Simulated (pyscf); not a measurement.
# Routes from `[NH2][SiH]([NH2])[NH2]` + `[H][H]`

Candidate steps break at most two bonds and form at most two. Each was searched with GFN2-xTB (tblite) first. PySCF, gas phase, ωB97X-D3(BJ)/def2-SVP geometries. Energies: ωB97M-D3(BJ)/def2-TZVP, kcal/mol, from the separated reactants, singlet surface; ΔG‡ with ideal gas, 1 atm, RRHO with modes under 100 cm⁻¹ raised to 100, one conformer, R ln 2 for chiral ones without a mode under 150 cm⁻¹.

```tsv
products	type	ΔE‡	ΔE	ΔG‡ 298 K	ΔG‡ 900 K	ν‡ (cm⁻¹)
H₂N–SiH₂–NH₂ + NH₃	four-centre exchange	41.0	+12.2	51.9	72.6	1370i
H₂N–SiH(NH₂)–NH₂ + H₂	four-centre exchange	56.2	0.0	66.3	86.5	1420i
```

Row 1: On the product side the descent ends in an adduct with a N–Si contact, 7.6 kcal/mol over the separated species and 21.6 kcal/mol under the saddle at ωB97X-D3(BJ)/def2-TZVP. 

Plain bond fissions and candidates not yet searched are not listed, and one of them may be faster. Each barrier is that of the saddle found; lower ones may exist.
